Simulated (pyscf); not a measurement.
H₃C–SnH₃ + hydrogen (H₂) -> H₃C–SnH₃ + hydrogen (H₂) (four-centre exchange; singlet surface; C–H, H–H broken, C–H, H–H formed). Optimised with ωB97X-D3(BJ)/def2-SVP in PySCF. Energies in kcal/mol from the separated reactants.

| level | barrier | reaction energy |
|---|---|---|
| ωB97X-D3(BJ)/def2-TZVP | ___ | 0.0 |
| B3LYP-D3(BJ)/def2-TZVP | 113.7 | 0.0 |
| PBE0-D3(BJ)/def2-TZVP | 112.2 | 0.0 |
| M06-2X/def2-TZVP | 119.8 | 0.0 |
| ωB97M-D3(BJ)/def2-TZVP | ___ | 0.0 |
| HF/def2-TZVP | 144.2 | 0.0 |

Question: Complete the blanks.

Answer: 
- ωB97X-D3(BJ)/def2-TZVP, barrier: 119.3
- ωB97M-D3(BJ)/def2-TZVP, barrier: 115.3

The functionals in the table span 7.6 kcal/mol in this barrier, from PBE0-D3(BJ) to M06-2X. The same reactants have a lower exit, to H₃C–SnH: [singlet] + H₂ + H₂ (barrier +63.9 kcal/mol at ωB97M-D3(BJ)/def2-TZVP, against +115.3 kcal/mol here). This is the saddle that the search found; another between the same sides may lie lower. Elements past Kr carry the def2 core potentials, without spin-orbit coupling.
